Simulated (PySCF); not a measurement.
## Al: electron affinity

Al⁻ [Ne] 3s2 3p2 (3P) → Al [Ne] 3s2 3p1 (2P), as a difference of total energies. Calculation: PySCF 2.14, in aug-cc-pV(5+d)Z (8s7p6d4f3g2h, 136 functions); no relativity, point nucleus. Correlated levels: valence: [Ne] frozen. The calculations carry no spin-orbit coupling.

```json
{"method": "UHF", "electron affinity (eV)": "0.014", "error (eV)": "-0.419"}
{"method": "LDA", "electron affinity (eV)": "0.647", "error (eV)": "+0.214"}
{"method": "PBE", "electron affinity (eV)": "0.590", "error (eV)": "+0.157"}
{"method": "PBE0", "electron affinity (eV)": "0.535", "error (eV)": "+0.102"}
{"method": "r2SCAN", "electron affinity (eV)": "0.609", "error (eV)": "+0.176"}
{"method": "B97-3", "electron affinity (eV)": "0.363", "error (eV)": "-0.070"}
{"method": "wB97M-V", "electron affinity (eV)": "0.348", "error (eV)": "-0.085"}
{"method": "BP86", "electron affinity (eV)": "0.657", "error (eV)": "+0.224"}
{"method": "MP2 (valence)", "electron affinity (eV)": "0.385", "error (eV)": "-0.048"}
{"method": "SCS-MP2 (valence)", "electron affinity (eV)": "0.283", "error (eV)": "-0.150"}
```

Reference: 0.433 eV (measured; photodetachment measurements, as compiled on the Wikipedia data page of electron affinities).

In the anion the highest occupied orbital energy is positive at LDA, PBE, PBE0, r2SCAN, B97-3, BP86, a self-interaction effect; the basis confines that electron, and the energy difference can still be sensible.
